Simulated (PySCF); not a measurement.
Below is a simulated gas-phase C 1s photoelectron spectrum of `C[C@@H](Cl)C#N` (2-chloropropionitrile).

Every computed line was given a Gaussian of 0.4 eV full width at half maximum and an area set by the number of equivalent atoms; the highest printed point is 100. Computed with delta-SCF UKS SCAN, pcX-2 on the ionised atom, pcseg-1 elsewhere, spin-free X2C (PySCF).

binding energy (eV), intensity and a bar:
```
    291.3          0 
    291.4          2 #
    291.5         10 ###
    291.6         30 #########
    291.7         63 ###################
    291.8         94 ############################
    291.9         99 ##############################
    292.0         74 ######################
    292.1         39 ############
    292.2         15 #####
    292.3          8 ##
    292.4         17 #####
    292.5         41 ############
    292.6         76 #######################
    292.7        100 ##############################
    292.8         92 ############################
    292.9         60 ##################
    293.0         28 ########
    293.1          9 ###
    293.2          2 #
    293.3          0 
    293.4          0 
    293.5          1 
    293.6          5 #
    293.7         17 #####
    293.8         43 #############
    293.9         78 #######################
    294.0        100 ##############################
    294.1         90 ###########################
    294.2         58 #################
    294.3         26 ########
    294.4          8 ##
    294.5          2 #
    294.6          0
```

Task: Count the maxima, the lines and the sites behind this envelope.

Result: The curve has 3 maxima (at 291.9, 292.7 and 294.0 eV). Under it lie 3 lines from 3 inequivalent carbon sites.

Task: Decompose the envelope and assign each component. Numbering: `[CH3:1][C@@H:2]([Cl:3])[C:4]#[N:5]`.

Result: 
| position (eV) | relative area | line | atoms | environment |
| --- | --- | --- | --- | --- |
| 291.87 | 1 | C 1s | C1 | methyl carbon |
| 292.73 | 1 | C 1s | C4 | nitrile carbon |
| 294.02 | 1 | C 1s | C2 | sp3 C–Cl carbon |

The listed C 1s values span 2.15 eV, from C1 (bonded to C and 3 H) to C2 (bonded to Cl, 2 C and H).

Shake-up satellites, vibrational structure and lifetime widths aren't simulated. Geometry: GFN2-xTB; no solvent, vibrations or thermal averaging.
